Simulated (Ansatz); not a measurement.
Antiferromagnetic bcc Cr was calculated with r²SCANh (PAW; Ansatz, a program for electronic structure).

Numerical settings: plane-wave cutoff 520 eV, 10×10×10 k mesh, Fermi–Dirac smearing 0.05 eV, spin-polarised with opposed moments, scalar-relativistic PAW data made under PBE.

Computed points:

```json
[
 {"V (Å³/atom)": "13.098", "E − E_lowest (meV/atom)": "12.65", "P (GPa)": "6.19"},
 {"V (Å³/atom)": "13.443", "E − E_lowest (meV/atom)": "2.99", "P (GPa)": "2.86"},
 {"V (Å³/atom)": "13.787", "E − E_lowest (meV/atom)": "0.00", "P (GPa)": "-0.02"},
 {"V (Å³/atom)": "13.951", "E − E_lowest (meV/atom)": "0.65", "P (GPa)": "-1.24"},
 {"V (Å³/atom)": "14.132", "E − E_lowest (meV/atom)": "2.76", "P (GPa)": "-2.49"},
 {"V (Å³/atom)": "14.477", "E − E_lowest (meV/atom)": "10.45", "P (GPa)": "-4.61"}
]
```

Q: What bulk modulus B0 and pressure derivative B′ does a third-order Birch–Murnaghan fit give?

A: V0 = 13.785 Å³/atom, B0 = 107 GPa, B′ = 5.1 (fit to the energies at full precision).

Measured, for comparison: bulk modulus 194 GPa (corrected for temperature and zero-point phonon effects, our sources range from 174 to 205; as tabulated in Levämäki et al. (2014), arXiv:1402.3671); equilibrium volume per atom 11.91 Å³/atom (corrected for temperature and zero-point phonon effects; as tabulated in Levämäki et al. (2014), arXiv:1402.3671). Computed (rounded) less measured: bulk modulus not scored (sources differ), equilibrium volume per atom +15.8 %.

Note: the cell is over a tenth larger than the published one: the level's own overestimate first of all, though another phase or state, or a fault of the published cell, is possible; the commensurate order stands in for chromium's spin-density wave, and the size of the moments varies much between levels; the collinear magnetic order is the start's and need not be the measured one.

The computed numbers hold no vibrational or temperature effects.

It cost around 70 core-minutes (rough) of CPU time.
